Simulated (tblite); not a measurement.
Compound: C₄H₇OS (doublet state).
Z-matrix (Å and degrees, GFN2-xTB geometry), rows numbered from 1:
```
C 
C   1  1.3910
O   2  1.2409  1  125.04
C   2  1.5390  1  115.82  3   179.54
C   4  1.5282  2  110.68  1    70.84
S   4  1.8158  2  108.05  1  -167.67
H   1  1.0750  2  119.59  3    -2.55
H   1  1.0737  2  121.80  3  -179.53
H   4  1.0935  2  110.09  1   -50.83
H   5  1.0874  4  110.42  2   -62.52
H   5  1.0876  4  110.05  2   177.40
H   5  1.0882  4  110.03  2    57.62
H   6  1.3575  4   89.45  2   -10.33
```

Computed values, GFN2-xTB/tblite, gas phase, harmonic and unscaled. Against measured fundamentals such values can be off by several per cent, at times by over 20. Modes of hydrogen on sulfur can be 10 to 20 % off. One conformer, not necessarily the lowest. Open shells enter through the occupations alone, without spin polarisation, and single modes of such species can be off by tens of per cent.

Harmonic wavenumbers (cm⁻¹): 58.8, 205.8, 227.7, 269.0, 295.3, 371.3, 416.6, 484.7, 572.3, 608.6, 713.8, 729.7, 788.4, 833.1, 989.4, 1015.1, 1045.9, 1071.2, 1159.8, 1228.8, 1270.9, 1401.5, 1407.3, 1480.4, 1486.6, 1547.2, 2127.2, 2942.8, 3035.4, 3036.3, 3041.1, 3122.1, 3168.8.

A = 4276, B = 2362, C = 1705 MHz; mass 103.022 u (most abundant isotopes); point group C1, symmetry number 1; spin multiplicity 2.

What is the zero-point energy?

½Σν̃ = 21076 cm⁻¹ = 252.13 kJ/mol.

What is S at 200 K and 1 bar for an ideal gas of classical rigid rotors and harmonic oscillators?

Translation 158.36, rotation 109.35, vibration 41.42, spin (R ln 2) 5.76: S = 314.9 J/(mol K).

And Cp and H(200 K) − H(0)?

Cp = 89.34 J/(mol K), of which vibrations give 56.08 (their classical limit is 33 R = 274.4); H(200 K) − H(0) = 11.57 kJ/mol without the zero-point energy, 4.92 from vibrations.

Blend soft modes into free rotors: weight 1/[1 + (100 cm⁻¹/ν̃)⁴] for the oscillator and the rest for a rotor with moment μB/(μ + B), μ = h/(8π²ν), B = 10⁻⁴⁴ kg m². What vibrational entropy results?

38.95 J/(mol K) in place of 41.42, which changes −T·S at 200 K by +0.49 kJ/mol.

How do the functions run with temperature in this model?

```
T (K)  S (J/(mol K))  Cp (J/(mol K))  H − H(0) (kJ/mol)  G − H(0) (kJ/mol)  ln q(vib)
  100          265.5            56.4               4.26             -22.30       0.70
  300          357.0           120.1              22.06             -85.04       3.58
  500          430.8           170.2              51.39            -164.03       6.90
  800          521.9           216.8             110.09            -307.46      11.79
 1000          572.6           236.8             155.56            -417.03      14.83
```

q(vib) and H(0) count from the zero-point level.

Which modes carry the vibrational entropy at 200 K?

58.8 cm⁻¹: 15.53; 205.8 cm⁻¹: 5.77; 227.7 cm⁻¹: 5.08; 269.0 cm⁻¹: 4.01; 295.3 cm⁻¹: 3.46; 371.3 cm⁻¹: 2.25 J/(mol K); the other 27 give 5.32 together.

Hindered rotation and anharmonicity are outside this model. Other conformers, if any are populated, would add a mixing term that is left out. The structure is chiral; the term R ln 2 for an equal mix with its mirror image is left out.

Hardware: one thread of an Arm Neoverse V2 (shared host). Cost: 0.26 s wall. The figure is for the frequency step alone.
